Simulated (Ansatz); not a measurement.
## Relaxing a trial structure of CH6BSi+

The starting geometry of this gas-phase singlet was optimised with GFN2-xTB; its bonds are those of `BC[SiH2+]`.

```xyz
9

C    -1.0218   -1.3312   -1.9449
B     0.3455   -1.4734   -2.7639
Si   -1.2030    0.1633   -0.8475
H     0.8943   -0.5218   -3.1481
H     0.7421   -2.5397   -3.0047
H    -0.7610    0.1355    0.5421
H    -1.7104    1.4445   -1.3263
H    -1.7615   -1.2837   -2.7594
H    -1.2446   -2.2524   -1.3942
```

Question: Predict what becomes of its bonds when it is optimised with PBE0-D3(BJ)/def2-SVP.

Answer: A new bond forms, giving a structure with H4 bridging Si3 and B2, given below by its coordinates. Distances that change by over a tenth: B2–H4 (1.16 → 1.32 Å), Si3–H4 (3.19 → 1.81 Å). Contacts that close: B2–Si3 (2.96 → 2.19 Å).

The energy falls by 0.53 eV over 20 steps:

```json
{"step": "1", "E − E(last) (eV)": "0.528"}
{"step": "3", "E − E(last) (eV)": "0.388"}
{"step": "5", "E − E(last) (eV)": "0.349"}
{"step": "7", "E − E(last) (eV)": "0.303"}
{"step": "9", "E − E(last) (eV)": "0.181"}
{"step": "12", "E − E(last) (eV)": "0.008"}
{"step": "14", "E − E(last) (eV)": "0.002"}
{"step": "16", "E − E(last) (eV)": "0.000"}
{"step": "18", "E − E(last) (eV)": "0.000"}
{"step": "20", "E − E(last) (eV)": "0.000"}
```

Final geometry (Å):

```xyz
9

C    -1.3208   -1.5592   -1.9487
B     0.1059   -1.3635   -2.5002
Si   -0.9175    0.0582   -1.1791
H     0.6278   -0.2310   -2.0734
H     0.8926   -1.9284   -3.2030
H    -0.3108    0.0978    0.1679
H    -1.2684    1.3110   -1.8800
H    -2.0995   -1.5979   -2.7307
H    -1.4296   -2.4458   -1.2996
```

Frequencies at the end are all real (lowest 160 cm⁻¹). Run with Ansatz 0.2.0, 100 s on 1 thread of Intel(R) Xeon(R) Processor @ 2.50GHz (Skylake/Cascade Lake), on a shared host.
